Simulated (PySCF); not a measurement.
Cartesian coordinates (Å):
```xyz
5

C     -0.0361    -0.0368     0.0144
O      1.3137     0.0409     0.1039
H     -0.5394    -0.0643     0.9922
H     -0.3523     0.9084    -0.4696
H     -0.3859    -0.8482    -0.6409
```
Charge 0, spin multiplicity 2.

Question: Estimate the highest occupied spin orbital, dipole moment and total energy that PBE0-D3(BJ)/def2-TZVP (PySCF) returns for this input.

Answer: 
```yaml
highest_occupied_spin_orbital: -7.73 eV
dipole_moment: 2.02 D
total_energy: -114.9693 Ha
```
